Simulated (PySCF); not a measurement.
`C=C(F)CF`. The geometry is computed with GFN2-xTB (gas phase).

```
atom  x, y, z in Å
C1     1.3477   -0.1820    0.3713
C2     0.3103    0.3575   -0.2334
F3     0.4563    1.4229   -1.0548
C4    -1.1286   -0.0573   -0.1488
F5    -1.2814   -1.1321    0.6788
H6     1.2144   -1.0271    1.0193
H7     2.3393    0.2066    0.2311
H8    -1.5039   -0.3438   -1.1394
H9    -1.7406    0.7614    0.2507
```

Which two atoms are farthest apart?

H7···H9 and H7···H8, 4.117 Å.

What are the angles H6–C1–H7, C2–C1–H6, F3–C2–C4, C2–C4–F5, C2–C4–H9, H8–C4–H9?

From the scalar product of the two bond vectors; for H6–C1–H7 it is -0.5514 Å² over 1.0733 × 1.0742 Å², cos θ = -0.4783. H6–C1–H7 118.6°; C2–C1–H6 120.1°; F3–C2–C4 110.8°; C2–C4–F5 111.1°; C2–C4–H9 110.4°; H8–C4–H9 109.4°.

How far are the heavy atoms from their best plane (unweighted least squares)?

0.000 Å rms; none is more than 0.001 Å off.

Give the dihedral angles H7–C1–C2–C4, C1–C2–C4–H9, F3–C2–C4–H8.

H7–C1–C2–C4 180° (antiperiplanar); C1–C2–C4–H9 119° (anticlinal); F3–C2–C4–H8 61° (synclinal). Dihedral signs follow IUPAC: positive where, seen along the central bond, the front bond turns clockwise onto the rear one.

Where is the centre of mass (commonest isotopes), and what is the radius of gyration?

Mass 78.028 u; centre at (-0.115, 0.084, -0.089) Å; Rg = √(Σ m r²/M) = 1.540 Å. As Ia + Ib + Ic = 2 Σ m r², the three principal moments sum to 370.1 u·Å².

Write the matrix of distances between heavy atoms (Å, lower triangle).

```
C1    0.000
C2    1.316  0.000
F3    2.325  1.353  0.000
C4    2.533  1.500  2.350  0.000
F5    2.812  2.363  3.543  1.365  0.000
```

Not checked by GFN2-xTB frequencies. One conformer, not necessarily the lowest.
